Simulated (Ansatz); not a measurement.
Rock-salt LiH was calculated with PBE0 (Ansatz, a first-principles code, PAW).

Total energies, extrapolated to zero smearing (they compare only within this program, potentials and cutoff; free atoms with spin allowed, lowest state found):

```csv
system,energy (eV/atom)
"rock-salt LiH, relaxed",-110.7913
free Li atom,-203.2154
free H atom,-13.6410
```

Q: Work out the cohesive energy per atom.

A: E_coh = [1 × (-203.2154) + 1 × (-13.6410)]/2 − (-110.7913) = 2.36 eV/atom. The reference value is 2.49 eV/atom (measured, static lattice: zero-point vibration energy added; as tabulated in Mejia-Rodriguez and Trickey (2018), arXiv:1807.09216), a difference of -0.13 eV/atom.

The PAW data were made under PBE.
